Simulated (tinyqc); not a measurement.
A ladder of methods, and size consistency: correlation methods against full CI in the sto-3g basis, for LiH, spin multiplicity 1. Computed by the program tinyqc with PySCF. 

Geometry (angstrom):
```
atom,x,y,z
Li,0.0000,0.0000,0.0000
H,0.0000,0.0000,1.8210
```

RHF energy of one = -7.848278 hartree

All electrons correlated; +Q is the Davidson correction (1 - c0^2) E_corr. The last columns treat two copies 100 angstrom apart as one system. FCI is the lowest singlet.

Correlation energies (hartree):
```
method,E_corr of one,share of FCI (%),E_corr of two at 100 angstrom,two minus twice one (mhartree)
MP2,-0.015085,60.2879,-0.030170,-3.47e-05
CISD,-0.025004,99.9304,-0.048335,1.6738
CISD+Q,-0.025925,103.6111,-0.051394,0.4567
CCSD,-0.025008,99.9445,-0.050016,-7.98e-05
CCSD(T),-0.025019,99.9888,-0.050038,-7.95e-05
FCI,-0.025022,100.0000,-,-
```

MP2 recovers 60 %, CISD 99.9 % and CCSD 99.9 % of the FCI value (c0^2 = 0.963 in CISD). MP2 and coupled cluster are size consistent, so their last column vanishes but for a trace of long-range electrostatics; CISD loses 1.67 mhartree, since a double excitation on each copy is a quadruple of the pair, and the Davidson correction leaves +0.46.
